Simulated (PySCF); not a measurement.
**One shape, several levels: doublet [SOF2]+**

Aim: a comparison of 6 runs (UHF/STO-3G, UB3LYP/6-31G*, U-wB97M-V/aug-cc-pVDZ, U-wB97X/aug-cc-pVDZ, UB2PLYP/aug-cc-pVDZ, USCS-MP2/aug-cc-pVDZ) of doublet [SOF2]+. The job is set up through a Python script.

The calculation is run with PySCF 2.14.0.

2 further runs of the same task are left out: 2 set aside as unsound or not needed.

### 1 The structure to begin with

The species is [SOF2]+ (4 atoms), meant as a doublet with charge +1. SMILES of the parent species: `O=S(F)F`. Geometry: relaxed at PBE0-D4/def2-TZVP. That shape belongs to the parent species and isn't relaxed for this state.

Bond lengths: O1–S2 1.419 Å, S2–F3 1.588 Å, S2–F4 1.588 Å. Angles: O1–S2–F3 106.5°, O1–S2–F4 106.4°, F3–S2–F4 93.0°.

### 2 The energy at UHF/STO-3G (run 1)

Contents of job.py:

```python
from pyscf import gto, scf

mol = gto.M(
    atom='''
O        0.932400       0.066600      -1.017800
S       -0.151300      -0.426200      -0.245700
F       -1.124400       0.804200       0.000400
F        0.343300      -0.444600       1.263100
''',
    spin=1,
    max_memory=1860,
    basis='sto-3g',
    verbose=3,
    charge=1,
)

mf = scf.UHF(mol)
mf.conv_tol = 1e-10
mf.kernel()
if not mf.converged:
    mf = mf.newton().run(mf.mo_coeff, mf.mo_occ)

e_final = mf.e_tot
print(f'total energy: {e_final:.8f} hartree')
```

Run with:

```sh
$ OMP_NUM_THREADS=1 python job.py
```

What it wrote:

```text
converged SCF energy = -662.631455284666  <S^2> = 0.77601327  2S+1 = 2.0258463
total energy: -662.63145528 hartree
```

Wall time 0.77 s (1 thread of Arm Neoverse V1, shared host); peak memory 0.099 GiB.

### 3 A single-point energy at UB3LYP/6-31G(d) (spherical functions) (run 2)

Contents of run.py:

```python
from pyscf import gto, dft

system = gto.M(
    atom='O 0.932400 0.066600 -1.017800; S -0.151300 -0.426200 -0.245700; F -1.124400 0.804200 0.000400; F 0.343300 -0.444600 1.263100',
    spin=1,
    charge=1,
    max_memory=1860,
    basis='6-31g*',
    verbose=4,
)

mf = dft.UKS(system)
mf.xc = 'b3lyp'
mf.grids.level = 5
mf.conv_tol = 1e-10
mf.kernel()
if not mf.converged:
    mf = mf.newton().run(mf.mo_coeff, mf.mo_occ)

e_final = mf.e_tot
print('E = %.10f Eh' % e_final)
```

Run with:

```sh
$ OMP_NUM_THREADS=1 python run.py
```

What it wrote:

```text
PySCF version 2.14.0

[INPUT] num. atoms = 4
[INPUT] num. electrons = 41
[INPUT] charge = 1
[INPUT] spin (= nelec alpha-beta = 2S) = 1
[INPUT] symmetry False subgroup None
[INPUT] Mole.unit = angstrom
[INPUT] Symbol           X                Y                Z      unit          X                Y                Z       unit  Magmom
[INPUT]  1 O      0.932400000000   0.066600000000  -1.017800000000 AA    1.761980638544   0.125855759896  -1.923363249582 Bohr   0.0
[INPUT]  2 S     -0.151300000000  -0.426200000000  -0.245700000000 AA   -0.285915562647  -0.805401274290  -0.464305708806 Bohr   0.0
[INPUT]  3 F     -1.124400000000   0.804200000000   0.000400000000 AA   -2.124808054461   1.519717749375   0.000755890450 Bohr   0.0
[INPUT]  4 F      0.343300000000  -0.444600000000   1.263100000000 AA    0.648742978563  -0.840172234982   2.386913067938 Bohr   0.0

nuclear repulsion = 193.929517224793
number of shells = 26
number of NR pGTOs = 132
number of NR cGTOs = 60
basis = 6-31g*
ecp = {}

[... 34 lines left out ...]
WARN: HOMO -0.346030783998962 >= LUMO -0.346030783998967
[... 62 lines left out ...]
converged SCF energy = -672.587858930271  <S^2> = 0.75912529  2S+1 = 2.0091046
E = -672.5878589303 Eh
```

It took 19 s on 1 thread of Arm Neoverse V1, shared host; peak memory 0.33 GiB.

Runs 3 to 5 aren't shown in full; the table further down has their settings and results.

### 4 A single-point energy at USCS-MP2/aug-cc-pVDZ (run 6)

Contents of run.py:

```python
from pyscf import gto, mp

mol = gto.M(
    atom=[
    ('O', (0.932400, 0.066600, -1.017800)),
    ('S', (-0.151300, -0.426200, -0.245700)),
    ('F', (-1.124400, 0.804200, 0.000400)),
    ('F', (0.343300, -0.444600, 1.263100)),
],
    spin=1,
    max_memory=1860,
    verbose=3,
    charge=1,
    basis='aug-cc-pvdz',
)

calc0 = mol.UHF()
calc0.conv_tol = 1e-10
calc0.kernel()
if not calc0.converged:
    calc0 = calc0.newton().run(calc0.mo_coeff, calc0.mo_occ)

pt = mp.MP2(calc0, frozen=8).run()
energy = calc0.e_tot + 1.2 * pt.e_corr_os + pt.e_corr_ss / 3
print(f'total energy: {energy:.8f} hartree')
```

Run with:

```sh
$ OMP_NUM_THREADS=1 python run.py
```

What it wrote:

```text
converged SCF energy = -670.817737050614  <S^2> = 0.78908161  2S+1 = 2.038707
E(UMP2) = -671.524337053953  E_corr = -0.706600003339119
E(SCS-UMP2) = -671.49714830827  E_corr = -0.679411257656106
total energy: -671.49714831 hartree
```

Run time: 5.4 s. Hardware: 1 thread of Arm Neoverse V1, shared host; peak memory 0.25 GiB.

### 5 The series

| run | level | integration grid | nlc grid | energy (Eh) | HOMO energy (eV) | LUMO energy (eV) | ⟨S²⟩ | wall time |
| --- | --- | --- | --- | --- | --- | --- | --- | --- |
| 1 | UHF/STO-3G | – | – | -662.631455 | -20.11 | -3.76 | 0.776 | 0.77 s |
| 2 | UB3LYP/6-31G* (spherical functions) | 5 | – | -672.587859 | -18.84 | -15.32 | 0.759 | 19 s |
| 3 | U-wB97M-V/aug-cc-pVDZ | 5 | 1 | -672.559261 | -21.42 | -12.93 | 0.760 | 2.2 min |
| 4 | U-wB97X/aug-cc-pVDZ | 5 | – | -672.567358 | -21.68 | -12.87 | 0.763 | 51 s |
| 5 | UB2PLYP/aug-cc-pVDZ | 5 | – | -672.314132 | -20.85 | -13.20 | 0.774 | 39 s |
| 6 | USCS-MP2/aug-cc-pVDZ | – | – | -671.497148 | -23.30 | -9.44 | 0.789 | 5.4 s |

### 6 Results

| quantity | value |
| --- | --- |
| run 6: total energy | -671.49715 Eh |
| run 6: HOMO energy (Hartree–Fock orbitals) (highest over α and β) | -23.30 eV |
| run 6: LUMO energy (Hartree–Fock orbitals) (lowest over α and β) | -9.44 eV |
| run 6: correlation energy (8 core orbitals frozen) | -679.4 mEh |
| run 6: ⟨S²⟩ of the reference determinant | 0.789 |

What this shows: Totals of different functionals can't be ranked against each other. In run 1 the basis is minimal, so the values are rough. All runs together took 4.1 min, the longest 2.2 min.
